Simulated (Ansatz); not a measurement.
**UCCSDT/STO-3G run of SiPH4 (SMILES [SiH2]P)**

Aim: the vertical electron affinity of SiPH4 at UCCSDT/STO-3G, from 2 runs. 

The calculation is run with Ansatz 0.2.0.

47 further runs of the same task are left out: 47 set aside as unsound or not needed.

## (1) Starting point

SiPH4 has 6 atoms, charge 0, and is taken as a doublet. As SMILES, `[SiH2]P`. Geometry: relaxed at GFN2-xTB. This is one conformer, not always the lowest.

Bond lengths: Si1–P2 2.220 Å, Si1–H3 1.467 Å, Si1–H4 1.466 Å, P2–H5 1.384 Å, P2–H6 1.384 Å. Angles: Si1–P2–H5 96.4°, Si1–P2–H6 96.4°, P2–Si1–H3 109.7°, P2–Si1–H4 109.7°, H5–P2–H6 92.6°, H3–Si1–H4 109.1°.

## (2) A single-point energy at UCCSDT/STO-3G

run.yaml

```yaml
crystal:
  periodic: [false, false, false]
  atoms:
    - {symbol: Si, position_ang: [0.127020, -0.986120, -0.104660]}
    - {symbol: P, position_ang: [-0.338670, 1.170000, 0.142220]}
    - {symbol: H, position_ang: [-0.300620, -1.724700, 1.087920]}
    - {symbol: H, position_ang: [-0.579260, -1.514310, -1.276300]}
    - {symbol: H, position_ang: [0.434680, 1.617150, -0.915300]}
    - {symbol: H, position_ang: [0.656850, 1.437980, 1.066130]}
basis:
  gaussian:
    orbitals: STO-3G
magnetization:
  spin_polarized: true
  initial_magnetization: 1
correlation:
  method: ccsdt
  frozen_orbitals: {H: 0, P: 5, Si: 5}
accuracy: high
scf:
  omitted_lower_state_checks: [cluster_reference, increment]
```

The run is started by

```bash
ansatz run run.yaml --threads 1 --pin off --max-ram 2610MiB --events-out events.jsonl --progress --plain --runs-dir runs
```

The program printed, cut to the lines that bear on the results:

```text
Warning: RAYON_NUM_THREADS=1 ignored (pool sized by the plan → 1); use --threads N
Functional definition: HF
  name "HF"
[...]
391 factors; integrals over basis functions are off by at most 2.7e-9 eV
[...]
mean field -17001.45558586 eV, -624.7919687797 hartree, gradient 8.1e-8 eV, S^2 0.752357; 0 other end points of the search recorded, 0 dependent functions left out
10 core orbitals not correlated: weight in the atoms' cores, before any rotation towards them, 1.000 or more for the frozen orbitals, at most 0.000 for the correlated occupied ones
reference -17001.45558586 eV, -624.7919687797 hartree; 7, 6 occupied and 5, 6 virtual orbitals, 391 factors
second order -1.77098384 eV of doubles, -0.00000000 eV of singles
cycle   1  -2.30138331 eV  change   -5.3e-1 eV  update   6.4e-2
[...]
cycle  24  -2.62928184 eV  change  -1.3e-10 eV  update  4.8e-10
Total energy: -17004.08486770 eV, -624.8885931053 hartree
Checks for a lower state left out: cluster_reference, increment
```

Run time: 0.68 s. Hardware: 1 thread of AMD EPYC 9R14 (Zen 4), shared host.

## (3) The singlet anion at the same level

run.yaml, as its differences from that of step 2:

```diff
@@ -10,12 +10,6 @@
 basis:
-  gaussian:
-    orbitals: STO-3G
-magnetization:
-  spin_polarized: true
-  initial_magnetization: 1
-correlation:
-  method: ccsdt
-  frozen_orbitals: {H: 0, P: 5, Si: 5}
+  gaussian: {orbitals: STO-3G}
+total_charge: -1
+correlation: {method: ccsdt, frozen_orbitals: {H: 0, P: 5, Si: 5}}
+scf: {omitted_lower_state_checks: [cluster_reference, increment]}
 accuracy: high
-scf:
-  omitted_lower_state_checks: [cluster_reference, increment]
```

The run is started by

```bash
ansatz run run.yaml --threads 1 --pin off --max-ram 2610MiB --events-out events.jsonl --progress --plain --runs-dir runs
```

The program printed, cut to the lines that bear on the results:

```text
Warning: RAYON_NUM_THREADS=1 ignored (pool sized by the plan → 1); use --threads N
[... 2 set-up lines as earlier in the session ...]
[...]
391 factors; integrals over basis functions are off by at most 2.7e-9 eV
[...]
mean field -16996.07332007 eV, -624.5941741604 hartree, gradient 3.4e-8 eV, S^2 0.000000; 0 other end points of the search recorded, 0 dependent functions left out
10 core orbitals not correlated: weight in the atoms' cores, before any rotation towards them, 1.000 or more for the frozen orbitals, at most 0.000 for the correlated occupied ones
reference -16996.07332007 eV, -624.5941741604 hartree; 7, 7 occupied and 5, 5 virtual orbitals, 391 factors
second order -1.71538539 eV of doubles, -0.00000000 eV of singles
cycle   1  -2.22114080 eV  change   -5.1e-1 eV  update   6.1e-2
[...]
cycle  20  -2.51263560 eV  change  -5.5e-10 eV  update  2.0e-10
Total energy: -16998.58595568 eV, -624.6865118157 hartree
Checks for a lower state left out: cluster_reference, increment
```

It took 0.24 s on 1 thread of AMD EPYC 9R14 (Zen 4), shared host.

## (4) Summary of results

At UCCSDT/STO-3G, 10 core orbitals frozen:

```
                                                   quantity          value
                                doublet SiPH4: total energy  -624.88859 Eh
doublet SiPH4: correlation energy (10 core orbitals frozen)      -96.6 mEh
           doublet SiPH4: ⟨S²⟩ of the reference determinant          0.752
                               doublet SiPH4: T1 diagnostic          0.009
                                singlet anion: total energy  -624.68651 Eh
singlet anion: correlation energy (10 core orbitals frozen)      -92.3 mEh
                               singlet anion: T1 diagnostic          0.007
          vertical electron affinity (to the singlet anion)      -5.499 eV
```

**Reading.** The anion lies 5.50 eV (127 kcal/mol) above the neutral: the electron isn't bound at this level, and such a value depends on the basis. Without diffuse functions anions come out too high. In a minimal basis such a difference can be off by several eV, whatever the method.
